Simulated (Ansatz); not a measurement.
Input file:

```yaml
crystal:
  periodic: [false, false, false]
  atoms:
    - {symbol: Ge, position_ang: [0.000000, 0.000000, 0.223242]}
    - {symbol: B, position_ang: [0.000000, 0.000000, -1.707389]}
    - {symbol: H, position_ang: [0.000000, 1.259295, 1.112326]}
    - {symbol: H, position_ang: [0.000000, -1.259295, 1.112326]}
basis:
  gaussian: {orbitals: cc-pVDZ}
magnetization: {spin_polarized: true, initial_magnetization: 1}
hamiltonian: {xc: {name: PBE0}}
output: {orbitals: {seedname: orbitals}}
```

```sh
$ ansatz run in.yaml --threads 1 --pin off --events-out ev --progress --plain --max-ram 2816MiB --backend cpu
```

The program prints:

```
546 factors; integrals over basis functions are off by at most 1.1e-3 eV
mean field evaluation 1: about -57212.2781 eV, gradient 6.6e0 eV
mean field evaluation 2: about -57212.3790 eV, gradient 5.6e0 eV
mean field evaluation 4: about -57212.6507 eV, gradient 2.1e-1 eV
mean field evaluation 8: about -57212.6705 eV, gradient 7.4e-3 eV
mean field evaluation 16: about -57212.6705 eV, gradient 1.3e-4 eV
mean field evaluation 32: about -57212.2781 eV, gradient 6.6e0 eV
mean field evaluation 64: about -57212.7594 eV, gradient 6.6e-1 eV
mean field -57212.78140146 eV, -2102.5309362874 hartree, gradient 2.8e-6 eV, S^2 1.216714; 7 other end points of the search recorded, 0 dependent functions left out
reference -57212.78142363 eV, -2102.5309371024 hartree; 20, 19 occupied and 31, 32 virtual orbitals, 546 factors
Total energy: -57212.78142363 eV, -2102.5309371024 hartree
```

Ran on 1 thread of AMD EPYC 7R13, shared host: 7.5 s wall, 0.2 GiB peak host memory.
